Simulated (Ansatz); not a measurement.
Ansatz (a program for electronic structure) input (PBE/6-311+G**): The .json file is the Basis Set Exchange's 6-311+G**.

Ansatz 0.2 input:
```yaml
crystal:
  periodic: [false, false, false]
  atoms:
    - {symbol: C, position_ang: [0.01220741, -0.07367186, -1.09843497]}
    - {symbol: Cl, position_ang: [-0.00676974, 0.02757824, 0.64005061]}
    - {symbol: H, position_ang: [-0.00895604, 1.00453448, -1.40635815]}
    - {symbol: H, position_ang: [0.96129142, -0.49472735, -1.43294956]}
    - {symbol: H, position_ang: [-0.91049423, -0.53660614, -1.45094277]}
basis:
  gaussian:
    orbitals: 6-311+G__.json
hamiltonian:
  xc: {name: PBE}
total_charge: 1
magnetization: {spin_polarized: true, initial_magnetization: 1}
output: {forces: true}
```

From the last part of the output:

```
WARN ansatz: RAYON_NUM_THREADS=1 ignored (pool sized by the plan → 1); use --threads N
Functional definition: PBE
integrals: 0.02 GiB planned
584 factors; their error is unknown
mean field: 0.16 GiB planned
mean field evaluation 1: about -13578.9038 eV, gradient 5.3e1 eV
mean field evaluation 2: about -13555.8424 eV, gradient 7.3e1 eV
mean field evaluation 4: about -13591.2618 eV, gradient 6.5e0 eV
mean field evaluation 8: about -13591.4741 eV, gradient 5.7e-2 eV
mean field evaluation 16: about -13591.4742 eV, gradient 6.1e-5 eV
mean field evaluation 32: about -13591.3506 eV, gradient 1.2e0 eV
mean field -13591.47415317 eV, -499.4774624970 hartree, gradient 1.1e-5 eV, S^2 0.751601; 4 other end points of the search recorded, 0 dependent functions left out
the calculation of the forces begins
reference -13591.47421486 eV, -499.4774647639 hartree; 13, 12 occupied and 58, 59 virtual orbitals, 584 factors
Total energy: -13591.47421486 eV, -499.4774647639 hartree
Atom 0 at     0.012207    -0.073672    -1.098435 Å, force     0.000153    -0.210080     0.473015 eV/Å
Atom 1 at    -0.006770     0.027578     0.640051 Å, force    -0.000892    -0.009923     0.115853 eV/Å
Atom 2 at    -0.008956     1.004534    -1.406358 Å, force    -0.004872     0.317691    -0.232552 eV/Å
Atom 3 at     0.961291    -0.494727    -1.432950 Å, force     0.346866    -0.041146    -0.174851 eV/Å
Atom 4 at    -0.910494    -0.536606    -1.450943 Å, force    -0.341255    -0.056542    -0.181466 eV/Å
Dipole moment:     0.003194     0.042578    -0.431345 e Å
```

The dipole moment of an ion depends on the origin.
